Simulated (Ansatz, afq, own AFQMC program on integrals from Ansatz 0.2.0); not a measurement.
# SiH4, singlet in 6-31G, levels against full CI

```xyz
5

Si    0.0000    0.0000    0.0000
H     1.5191    1.5243    1.5209
H    -1.5257   -1.5166    1.5220
H    -1.5171    1.5186   -1.5285
H     1.5237   -1.5262   -1.5143
```

Basis 6-31G. Only valence electrons are correlated. Integrals, coupled cluster, full CI and functionals: Ansatz 0.2.0; the random walks run on the same integrals in our own AFQMC program. The CISD trial takes its coefficients from CCSD amplitudes. Released means that phaseless walkers are propagated on without the constraint, phases kept. Error bars are statistical, one sigma.

Determinant: UHF, the one that the program's search chose, which needn't be the lowest solution. The geometry is a point of a scan.

Full CI on the same integrals is exact in this basis and with this determinant's frozen core.

Cautions: an unrestricted solution with more broken spin lies lower (329 meV, ⟨S²⟩ 2.48); strong correlation (T1 0.154, weight of the determinant 0.42, largest double 0.27); (T) is large, 7 % of the CCSD correlation; unrestricted determinant spin contaminated (⟨S²⟩ 2.40 against 0.00); CCSD(T) is in doubt: in a space of 8 electrons in 8 natural orbitals full CI lies 236 meV below it; the released energies are still falling, so no released level is given (meV from the phaseless value at times in 1/Eh: -20 ± 7 at 0.24, -32 ± 7 at 0.51, -65 ± 8 at 0.99, -89 ± 10 at 1.62, -109 ± 7 at 2.40).

* T1 diagnostic: 0.1540
* weight of the determinant in the CISD state: 0.424
* ⟨S²⟩ of the determinant: 2.400
* size of the correlated space: 8 electrons in 16 orbitals

Reference: full CI, correlation energy -2.692 eV. The cautions show a poor starting determinant, so the rows tell how each method copes with it here, and full CI is the sure value.

```json
{"level": "HF", "E − E(reference) (kJ/mol)": "259.7", "share of correlation (%)": "0.00"}
{"level": "MP2", "E − E(reference) (kJ/mol)": "192.6", "share of correlation (%)": "25.84"}
{"level": "CCSD", "E − E(reference) (kJ/mol)": "39.5", "share of correlation (%)": "84.79"}
{"level": "CCSD(T)", "E − E(reference) (kJ/mol)": "25.0", "share of correlation (%)": "90.36"}
{"level": "ph-AFQMC/HF", "E − E(reference) (kJ/mol)": "25.5 ± 1.2", "share of correlation (%)": "90.19"}
{"level": "ph-AFQMC/CISD", "E − E(reference) (kJ/mol)": "20.0 ± 0.7", "share of correlation (%)": "92.32"}
```

A walk keeps the symmetry of its determinant, which the program's search chose and which needn't be the lowest solution, so a lower state of the same spin and another symmetry isn't excluded.
